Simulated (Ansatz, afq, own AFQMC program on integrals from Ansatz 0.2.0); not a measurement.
**Where AFQMC and coupled cluster stand for HClF, doublet**

```
atom   x (Å)   y (Å)    z (Å)
  Cl  0.0000  0.0000  -1.4153
   H  0.0000  0.0000   0.0387
   F  0.0000  0.0000   1.3767
```

Connectivity, by distances: ClH ··· F.

Basis cc-pVTZ. Noble-gas cores (and the filled d shells of Ga–Kr and In–Xe) are frozen. AFQMC by an in-house program on the Cholesky factors that Ansatz 0.2.0 writes for its CCSD(T) run. The CISD trial takes its coefficients from CCSD amplitudes. Released means that phaseless walkers are propagated on without the constraint, phases kept. Uncertainties: one standard error, sampling alone.

Determinant: UHF, the one that the program's search chose, which needn't be the lowest solution. The geometry is a point of a scan.

No full CI on the walks' own integrals is used here; CCSDT(Q) serves as the reference and is uncertain by about the last step of the cluster series.

Cautions: unrestricted determinant slightly spin contaminated (⟨S²⟩ 0.80 against 0.75); the released energies are still falling, so no released level is given (meV from the phaseless value at times in 1/Eh: -31 ± 14 at 0.24, -18 ± 7 at 0.51, -29 ± 7 at 0.99, -54 ± 11 at 1.50), though the last usable value meets CCSDT(Q) within the noise.

- T1 diagnostic: 0.0302
- weight of the determinant in the CISD state: 0.854
- ⟨S²⟩ of the determinant: 0.803
- size of the correlated space: 15 electrons in 72 orbitals

Reference: CCSDT(Q), correlation energy -12.863 eV.

```
        level  E − E(reference) (meV)  share of correlation (%)
           HF                 12862.6                      0.00
          MP2                  1433.5                     88.86
         CCSD                   450.9                     96.49
      CCSD(T)                    52.6                     99.59
        CCSDT                    21.0                     99.84
ph-AFQMC/CISD              43.5 ± 6.1                     99.66
```

A walk keeps the symmetry of its determinant, which the program's search chose and which needn't be the lowest solution, so a lower state of the same spin and another symmetry isn't excluded.
